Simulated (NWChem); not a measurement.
Program: NWChem. System: C$_{2}$H$_{3}$F, charge 1, spin multiplicity 2, at the geometry of a parent with another charge or spin, in a state set for the comparison that need not be this species' ground state. Its SCF solution wasn't tested for a lower state. Level: UPBE/def2-TZVPD.

Output (cleaned and shortened):

```
             Northwest Computational Chemistry Package (NWChem) 7.3.0
             --------------------------------------------------------

                                NWChem Input Module
                                -------------------

 Scaling coordinates for geometry "geometry" by  1.889725989
 (inverse scale =  0.529177249)

 Turning off AUTOSYM since
 SYMMETRY directive was detected!

                             Geometry "geometry" -> ""
                             -------------------------

 Output coordinates in angstroms (scale by  1.889725989 to convert to a.u.)

  No.       Tag          Charge          X              Y              Z
 ---- ---------------- ---------- -------------- -------------- --------------
    1 C                    6.0000     1.18153200    -0.18712500     0.00000000
    2 C                    6.0000    -0.12590100    -0.40751700     0.00000000
    3 F                    9.0000    -1.02129500     0.57432800     0.00000000
    4 H                    1.0000     1.58230300     0.82865300     0.00000000
    5 H                    1.0000     1.86999400    -1.03247000     0.00000000
    6 H                    1.0000    -0.59442500    -1.39728600     0.00000000

 Effective nuclear repulsion energy (a.u.)      67.6383997719

            Nuclear Dipole moment (a.u.)
            ----------------------------
        X                 Y               Z
 ---------------- ---------------- ----------------
     0.0000056692    -0.0000056692     0.0000000000

      Symmetry information
      --------------------

 Group name             Cs
 Group number              2
 Group order               2
 No. of unique centers     6

      Symmetry unique atoms

     1    2    3    4    5    6


 Summary of "ao basis" -> "" (spherical)
 ------------------------------------------------------------------------------
       Tag                 Description            Shells   Functions and Types
 ---------------- ------------------------------  ------  ---------------------
 *                         def2-tzvpd                 on all atoms

  pbe96 is a nonlocal functional; adding pw91lda local functional.

                                 NWChem DFT Module
                                 -----------------

 Summary of "ao basis" -> "ao basis" (spherical)
 ------------------------------------------------------------------------------
       Tag                 Description            Shells   Functions and Types
 ---------------- ------------------------------  ------  ---------------------
 C                         def2-tzvpd               13       37   6s3p3d1f
 F                         def2-tzvpd               14       40   6s4p3d1f
 H                         def2-tzvpd                5        9   3s2p

 Summary of "ao basis" -> "ao basis" (spherical)
 ------------------------------------------------------------------------------
       Tag                 Description            Shells   Functions and Types
 ---------------- ------------------------------  ------  ---------------------
 C                         def2-tzvpd               13       37   6s3p3d1f
 F                         def2-tzvpd               14       40   6s4p3d1f
 H                         def2-tzvpd                5        9   3s2p

      Symmetry analysis of basis
      --------------------------

        a'         98
        a"         43

            General Information
            -------------------
          SCF calculation type: DFT
          Wavefunction type:  spin polarized.
          No. of atoms     :     6
          No. of electrons :    23
           Alpha electrons :    12
            Beta electrons :    11
          Charge           :     1
          Spin multiplicity:     2
          Use of symmetry is: on ; symmetry adaption is: on
          Maximum number of iterations: 100
          AO basis - number of functions:   141
                     number of shells:    55
          Convergence on energy requested:  1.00D-06
          Convergence on density requested:  1.00D-05
          Convergence on gradient requested:  5.00D-04

              XC Information
              --------------
          PerdewBurkeErnzerhof Exchange Functional  1.000
[...]
    11      0.216801  1 C  py               125     -0.204618  5 H  s
   116      0.187911  4 H  s                 84     -0.182459  3 F  px
   124     -0.143255  5 H  s                 14      0.140434  1 C  py
   115      0.133083  4 H  s                 87     -0.092718  3 F  px

 Vector   11  Occ=1.000000D+00  E=-6.134904D-01  Symmetry=a'
              MO Center= -5.4D-01,  5.0D-02,  8.4D-16, r^2= 1.6D+00
   Bfn.  Coefficient  Atom+Function         Bfn.  Coefficient  Atom+Function
  ----- ------------  ---------------      ----- ------------  ---------------
    82      0.314928  3 F  py                81      0.270043  3 F  px
    85      0.251677  3 F  py                84      0.216091  3 F  px
     5      0.190213  1 C  s                134      0.174806  6 H  s
    45     -0.153930  2 C  py                 7      0.149432  1 C  px
    88      0.147474  3 F  py                87      0.143811  3 F  px

 Vector   12  Occ=0.000000D+00  E=-5.215957D-01  Symmetry=a"
              MO Center=  3.6D-01, -1.6D-01, -5.8D-16, r^2= 1.6D+00
   Bfn.  Coefficient  Atom+Function         Bfn.  Coefficient  Atom+Function
  ----- ------------  ---------------      ----- ------------  ---------------
     9      0.304837  1 C  pz                46      0.283041  2 C  pz
    12      0.273573  1 C  pz                49      0.253853  2 C  pz
    83     -0.240840  3 F  pz                86     -0.196495  3 F  pz
    15      0.130818  1 C  pz                89     -0.128299  3 F  pz
    52      0.072438  2 C  pz                61     -0.031263  2 C  d  1

 Vector   13  Occ=0.000000D+00  E=-3.055398D-01  Symmetry=a"
              MO Center=  5.3D-01, -2.8D-01, -3.6D-15, r^2= 2.0D+00
   Bfn.  Coefficient  Atom+Function         Bfn.  Coefficient  Atom+Function
  ----- ------------  ---------------      ----- ------------  ---------------
    46      0.367536  2 C  pz                49      0.361442  2 C  pz
    52      0.344409  2 C  pz                12     -0.334627  1 C  pz
    15     -0.332212  1 C  pz                 9     -0.328047  1 C  pz
    83     -0.144921  3 F  pz                86     -0.119232  3 F  pz
    89     -0.108782  3 F  pz               123     -0.069776  4 H  pz

 Vector   14  Occ=0.000000D+00  E=-2.130116D-01  Symmetry=a'
              MO Center=  4.9D-02, -2.0D-01, -6.6D-16, r^2= 3.8D+00
   Bfn.  Coefficient  Atom+Function         Bfn.  Coefficient  Atom+Function
  ----- ------------  ---------------      ----- ------------  ---------------
     5      0.677485  1 C  s                 43      0.670234  2 C  s
    42     -0.450546  2 C  s                 50     -0.442303  2 C  px
    80     -0.312343  3 F  s                 45      0.266829  2 C  py
    48      0.266761  2 C  py                51      0.267614  2 C  py
    79     -0.238121  3 F  s                 78     -0.223764  3 F  s

   alpha - beta orbital overlaps
   -----------------------------

   alpha      1      2      3      4      5      6      7      8      9     10
    beta      1      2      3      4      5      6      7      8      9     10
 overlap   1.000  1.000  1.000  1.000  0.999  0.999  0.999  0.999  0.997  1.000

   alpha     11     12     13     14     15     16     17     18     19     20
    beta     11     12     13     14     15     16     17     18     19     20
 overlap   1.000  0.995  0.996  0.997  0.998  0.995  0.982  0.907  0.995  0.923

   alpha     21     22     23     24     25     26     27     28     29     30
    beta     21     22     23     24     25     26     27     28     30     29
 overlap   0.998  0.992  0.973  0.994  0.973  0.990  0.999  0.995  0.995  0.997

   alpha     31     32     33     34     35     36     37     38     39     40
    beta     31     32     33     34     36     35     37     38     39     41
 overlap   0.995  0.983  0.972  0.965  0.982  0.954  0.983  0.978  0.998  0.806

   alpha     41     42     43     44     45     46     47     48     49     50
    beta     40     42     43     44     45     47     46     48     49     50
 overlap   0.803  0.990  0.997  0.994  0.998  0.994  0.999  0.996  0.991  0.998

   alpha     51     52     53     54     55     56     57     58     59     60
    beta     51     52     53     54     56     55     57     60     58     59
 overlap   0.993  0.995  0.991  0.949  0.989  0.941  0.990  0.999  0.998  0.999

   alpha     61     62     63     64     65     66     67     68     69     70
    beta     61     62     63     64     66     65     67     68     69     70
 overlap   1.000  0.995  0.999  0.990  0.998  0.992  0.998  0.999  0.998  0.895

   alpha     71     72     73     74     75     76     77     78     79     80
    beta     71     72     73     74     75     76     77     78     79     81
 overlap   0.897  1.000  0.998  0.998  0.999  0.990  0.997  0.996  0.994  0.993

   alpha     81     82     83     84     85     86     87     88     89     90
    beta     80     82     83     84     85     86     87     88     89     90
 overlap   0.984  0.983  0.998  0.999  0.997  0.999  1.000  0.999  0.996  0.998

   alpha     91     92     93     94     95     96     97     98     99    100
    beta     91     92     93     94     95     96     97     98     99    100
 overlap   0.994  0.994  0.994  0.999  0.985  0.979  0.993  0.979  0.999  0.985

   alpha    101    102    103    104    105    106    107    108    109    110
    beta    102    101    103    104    105    106    107    108    109    110
 overlap   0.995  0.998  0.995  0.987  0.989  0.998  0.997  0.999  0.996  0.980

   alpha    111    112    113    114    115    116    117    118    119    120
    beta    111    112    113    114    115    116    117    118    119    120
 overlap   0.999  0.980  0.998  1.000  0.998  1.000  0.999  1.000  0.997  0.997

   alpha    121    122    123    124    125    126    127    128    129    130
    beta    121    122    123    124    125    126    127    128    129    130
 overlap   1.000  0.999  0.993  0.993  1.000  1.000  1.000  1.000  1.000  1.000

   alpha    131    132    133    134    135    136    137    138    139    140
    beta    131    132    133    134    135    136    137    138    139    140
 overlap   1.000  0.999  0.999  1.000  1.000  1.000  1.000  1.000  1.000  1.000

   alpha    141
    beta    141
 overlap   1.000

     --------------------------
     Expectation value of S2:
     --------------------------
      <S2> =      0.7520 (Exact =     0.7500)

 center of mass
 --------------
 x =  -0.15829872 y =   0.08877398 z =   0.00000000

 moments of inertia (a.u.)
 ------------------
          43.967657682620          45.664316057720           0.000000000000
          45.664316057720         152.981771647775           0.000000000000
           0.000000000000           0.000000000000         196.949429330395

     Multipole analysis of the density
     ---------------------------------

     L   x y z        total         alpha         beta         nuclear
     -   - - -        -----         -----         ----         -------
     0   0 0 0      1.000000    -12.000000    -11.000000     24.000000

     1   1 0 0      1.080262      0.125319      0.954937      0.000006
     1   0 1 0     -0.744017     -0.229836     -0.514175     -0.000006
     1   0 0 1     -0.000000     -0.000000     -0.000000      0.000000

     2   2 0 0     -6.331585    -48.061652    -44.734350     86.464417
     2   1 1 0      0.042294     11.326473     10.451817    -21.735997
     2   1 0 1      0.000000      0.000000      0.000000      0.000000
     2   0 2 0     -8.629886    -18.841025    -17.929767     28.140906
     2   0 1 1     -0.000000     -0.000000     -0.000000      0.000000
     2   0 0 2    -11.265349     -6.525103     -4.740245      0.000000

 Task  times  cpu:        9.6s     wall:        9.6s

 Total times  cpu:        9.6s     wall:        9.6s
```

Problem. Write an NWChem input that would produce this output.

Solution. Several could match; the one computed here: 
```
start mol
memory heap 200 mb stack 900 mb global 1100 mb
charge 1
geometry units angstroms nocenter noautoz
  C      1.181532    -0.187125     0.000000
  C     -0.125901    -0.407517     0.000000
  F     -1.021295     0.574328     0.000000
  H      1.582303     0.828653     0.000000
  H      1.869994    -1.032470     0.000000
  H     -0.594425    -1.397286     0.000000
  symmetry group Cs
end
basis spherical
  * library def2-tzvpd
end
dft
  xc xpbe96 cpbe96
  odft
  mult 2
  semidirect memsize 60000000 filesize 0
  iterations 100
end
task dft energy
```
